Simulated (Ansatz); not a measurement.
[B2H5]− (SMILES B[BH3-]): the energy, rung by rung

[B2H5]− has 7 atoms, charge -1, and is taken as a singlet. SMILES: `B[BH3-]`. The shape is that of a GFN2-xTB optimisation.

| atom | x (Å) | y (Å) | z (Å) |
| --- | --- | --- | --- |
| B | 0.2100 | -0.8136 | 0.4743 |
| B | -0.1199 | 0.6135 | -0.3494 |
| H | 1.2622 | -1.1283 | 0.9690 |
| H | -0.6063 | -1.6782 | 0.6575 |
| H | -0.5315 | 0.3716 | -1.4951 |
| H | -1.0422 | 1.2301 | 0.2075 |
| H | 0.8278 | 1.4050 | -0.4638 |

Quantity: the energy change with the B1–H4 bond stretched from 1.203 to 2.406 Å, in eV. The values are calculated.

```
                       level                    kind  program  value (eV)  CPU time (all runs)
      HF/STO-3G (restricted)            Hartree–Fock   Ansatz        6.60               0.14 s
   SVWN5/STO-3G (restricted)                     LDA   Ansatz        4.90                1.3 s
    BLYP/STO-3G (restricted)                     GGA   Ansatz        4.52                  2 s
  r2SCAN/STO-3G (restricted)                meta-GGA   Ansatz        4.99                4.1 s
   BHLYP/STO-3G (restricted)           global hybrid   Ansatz        5.74                1.8 s
   wB97X/STO-3G (restricted)  range-separated hybrid   Ansatz        5.57                8.9 s
  B2PLYP/STO-3G (restricted)           double hybrid   Ansatz        5.25                2.6 s
 RPA@PBE/STO-3G (restricted)                     RPA   Ansatz        4.66                3.2 s
    CCSD/STO-3G (restricted)   coupled cluster or CI   Ansatz        4.75               0.22 s
CCSDT(Q)/STO-3G (restricted)   coupled cluster or CI   Ansatz        4.67               0.59 s
```

Sets without diffuse functions describe the anion poorly. The first shape isn't each level's own minimum. The values span 4.52 to 6.60 eV. All rows use very small basis sets, so even the best lies far from the true value. Times are those of the runs behind each value, whatever else they computed, on shared processors of several kinds: orders of magnitude only.
